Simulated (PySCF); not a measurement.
C2F4, charge -1, quartet, at a GFN2-xTB geometry of the parent state (a state made from the parent by changing its charge; the spin is typed, not shown lowest) (in this run its highest filled SCF level lies above zero, so its values depend strongly on the basis, on diffuse functions most of all); MP2/cc-pVDZ run with PySCF.

Input for PySCF:
```python
from pyscf import gto, scf, mp

mol = gto.M(
    atom='''
F    -1.402087   -0.301991    1.136996
C    -0.674389   -0.338601   -0.040561
F    -1.473304    0.401076   -0.995341
C     0.698837   -0.279846    0.066407
F     1.425261   -0.284234   -1.112497
F     1.433831    0.597447    0.953611
''',
    basis='cc-pvdz',
    charge=-1,
    spin=3,
    verbose=5,
)

mf = scf.UHF(mol)
mf.kernel()

pt = mp.MP2(mf)
pt.kernel()
print('E(MP2) = %.10f' % pt.e_tot)
```

The log (banner, timings and long lists left out):

```
PySCF version 2.14.0

[INPUT] verbose = 5
[INPUT] max_memory = 4000
[INPUT] num. atoms = 6
[INPUT] num. electrons = 49
[INPUT] charge = -1
[INPUT] spin (= nelec alpha-beta = 2S) = 3
[INPUT] symmetry False subgroup None
[INPUT] Mole.unit = angstrom
[INPUT] Symbol           X                Y                Z      unit          X                Y                Z       unit  Magmom
[...]
[INPUT] ---------------- BASIS SET ----------------
[INPUT] l, kappa, [nprim/nctr], expnt,             c_1 c_2 ...
[INPUT] C
[...]
                                1000              0.005329 -0.001154
                                228               0.027077 -0.005725
                                64.71             0.101718 -0.023312
                                21.06             0.27474 -0.063955
                                7.495             0.448564 -0.149981
                                2.797             0.285074 -0.127262
                                0.5215            0.015204 0.544529
[...]
                                2.002             0.20948
                                0.5456            0.508557
[...]
[INPUT] F
[...]
                                2207              0.005553 -0.001308
                                502.8             0.028267 -0.006495
                                142.6             0.106444 -0.026691
                                46.47             0.286814 -0.07369
                                16.7              0.448641 -0.170776
                                6.356             0.264761 -0.112327
                                1.316             0.015333 0.562814
[...]
                                4.977             0.235718
                                1.347             0.508521
[...]
nuclear repulsion = 232.558597890555
number of shells = 30
number of NR pGTOs = 156
number of NR cGTOs = 84
basis = cc-pvdz
ecp = {}

******** <class 'pyscf.scf.uhf.UHF'> ********
method = UHF
initial guess = minao
damping factor = 0
level_shift factor = 0
DIIS = <class 'pyscf.scf.diis.CDIIS'>
diis_start_cycle = 1
diis_space = 8
diis_damp = 0
SCF conv_tol = 1e-09
SCF conv_tol_grad = None
SCF max_cycles = 50
direct_scf = True
direct_scf_tol = 1e-13
number electrons alpha = 26  beta = 23
Set gradient conv threshold to 3.16228e-05
E1 = -1120.6785669438082  E2 = 414.3770687529935  Ecoul = 464.368554243833  Exc = -49.991485490839466
init E= -473.74290030026
cond(S) = 1034.23780395562

  alpha mo_energy =
[-26.47604845 -26.47603754 -26.47070791 -26.47070678 -11.29422453
 -11.29095966  -1.91424127  -1.83170641  -1.712898    -1.69711038
  -1.16225637  -0.92068845  -0.78409646  -0.7780178   -0.74776381
  -0.71214448  -0.70088935  -0.67756337  -0.6447808   -0.64021589
  -0.6147477   -0.60799505  -0.57045015  -0.14531788  -0.07528981
   0.1373525    0.19381749   0.29145652   0.43440684   0.4642377
   0.64680298   0.66358104   0.68483854   0.73471713   0.76466428
   0.76862026   0.78133345   1.14498496   1.23519945   1.25204971
   1.29199452   1.29543263   1.33615459   1.35964714   1.49934166
   1.51307193   1.52715452   1.53222326   1.54778493   1.5832466
   1.58796274   1.60787897   1.61959188   1.70218765   1.78806643
   1.9531338    2.04205941   2.10556394   2.16303502   2.2817134
   2.53744692   2.53773701   2.63689296   2.75793017   3.86031357
   3.86056262   3.86605213   3.86809161   3.87076322   3.87445807
   3.87491838   3.88035832   3.89662627   3.90636126   4.02945804
   4.03955675   4.06730747   4.12892796   4.1931985    4.2675567
   4.30935186   4.3209886    4.43219318   4.56486568]
  beta  mo_energy =
[-26.47604845 -26.47603754 -26.47070791 -26.47070678 -11.29422453
 -11.29095966  -1.91424127  -1.83170641  -1.712898    -1.69711038
  -1.16225637  -0.92068845  -0.78409646  -0.7780178   -0.74776381
  -0.71214448  -0.70088935  -0.67756337  -0.6447808   -0.64021589
  -0.6147477   -0.60799505  -0.57045015  -0.14531788  -0.07528981
   0.1373525    0.19381749   0.29145652   0.43440684   0.4642377
[...]
  -0.3863541   -0.38379709  -0.36091547   0.30426512   0.40545
   0.54921722   0.56651878   0.64975994   0.7387236    0.76143133
   0.89392776   0.92494609   0.95327408   0.98677871   1.02933014
   1.03805096   1.04343345   1.40587428   1.5233625    1.53139287
   1.56705957   1.56857436   1.62772367   1.65526806   1.79847454
   1.80761076   1.81366603   1.81480515   1.83661173   1.86587823
   1.87907229   1.90523612   1.91923516   1.98521093   2.05151858
   2.20133047   2.31357333   2.35927535   2.40365369   2.5494978
   2.83530247   2.84846943   2.94720066   3.05987059   4.20092968
   4.20210528   4.20718211   4.21022184   4.2159694    4.22197346
   4.22585172   4.22654055   4.24156303   4.24666082   4.36367166
   4.37709551   4.41156519   4.47385412   4.52436585   4.60182085
   4.65010172   4.65028447   4.76747136   4.89673776]
multiplicity <S^2> = 3.7647206  2S+1 = 4.0073535
E1 = -1134.2385999245391  E2 = 428.47246421596265  Ecoul = 479.50371197246596  Exc = -51.03124775650332
cycle= 14 E= -473.207537818021  delta_E= -8.06e-10  |g|= 8.67e-06  |ddm|= 7.67e-05
  alpha mo_energy =
[-26.08734075 -26.08733748 -26.06651015 -26.06650839 -11.1681467
 -11.1668294   -1.42926757  -1.41776105  -1.37250905  -1.36764507
  -0.86806665  -0.65199425  -0.5691367   -0.5607101   -0.53845771
  -0.50398066  -0.49033059  -0.46151751  -0.44157471  -0.4363827
  -0.42751049  -0.39590115  -0.39027254  -0.24920275  -0.16431437
   0.08660459   0.47997369   0.58504982   0.6404588    0.68087174
   0.82202227   0.85474376   0.87375021   0.93068924   0.93750494
   0.9718765    0.98452339   1.35064523   1.44050266   1.47740368
   1.48189004   1.53755625   1.59452721   1.624384     1.76257729
   1.7765662    1.7799494    1.78679296   1.79751688   1.83184249
   1.85682469   1.87890519   1.90288218   1.95545056   1.98143745
   2.16139      2.23659376   2.30267008   2.37612396   2.51051941
   2.8177281    2.82686228   2.92475285   3.04576093   4.19072849
   4.19105816   4.19546278   4.1983991    4.19992907   4.20479685
   4.20769005   4.21169171   4.22189812   4.22857751   4.34439182
   4.35288783   4.3855401    4.44420277   4.50799195   4.58041343
   4.62221514   4.63050803   4.74144518   4.87159833]
  beta  mo_energy =
[-26.07820446 -26.07820249 -26.04901771 -26.04901634 -11.13317933
 -11.13224508  -1.38692405  -1.37791937  -1.33497122  -1.33039442
  -0.73980232  -0.59452972  -0.53121179  -0.49305067  -0.46190023
  -0.44303764  -0.43892458  -0.43285535  -0.39380829  -0.39080546
  -0.38635437  -0.3837968   -0.36091592   0.30426315   0.40544857
   0.54921624   0.56651739   0.64975778   0.73872283   0.76143025
   0.89392582   0.92494416   0.95327197   0.98677682   1.02932681
   1.03804879   1.04343147   1.40587273   1.5233611    1.53139169
   1.56705807   1.56857371   1.6277234    1.65526779   1.79847429
   1.80761031   1.81366531   1.81480475   1.83661158   1.86587767
   1.87907214   1.90523584   1.9192354    1.98521006   2.05151662
   2.20132836   2.31357133   2.35927299   2.40365118   2.54949603
   2.83530183   2.84846937   2.94720086   3.05987047   4.20092947
   4.20210515   4.2071819    4.21022147   4.21596988   4.22197387
   4.22585252   4.22654101   4.24156358   4.24666103   4.36367151
   4.37709533   4.41156573   4.47385454   4.52436574   4.60182072
   4.6501019    4.65028436   4.7674715    4.89673776]
multiplicity <S^2> = 3.7647208  2S+1 = 4.0073536
E1 = -1134.2385972287498  E2 = 428.472461520088  Ecoul = 479.50370671967966  Exc = -51.03124519959164
Extra cycle  E= -473.207537818107  delta_E= -8.53e-11  |g|= 5.35e-06  |ddm|= 1.78e-05
converged SCF energy = -473.207537818107  <S^2> = 3.7647208  2S+1 = 4.0073536

******** <class 'pyscf.mp.ump2.UMP2'> ********
nocc = (np.int64(26), np.int64(23)), nmo = (84, 84)
transform (ia|jb) incore
E(UMP2) = -474.192657644021  E_corr = -0.985119825914588
E(SCS-UMP2) = -474.145150117687  E_corr = -0.937612299580502
E_corr(same-spin) = -0.282151720981158
E_corr(oppo-spin) = -0.70296810493343
E(MP2) = -474.1926576440
```
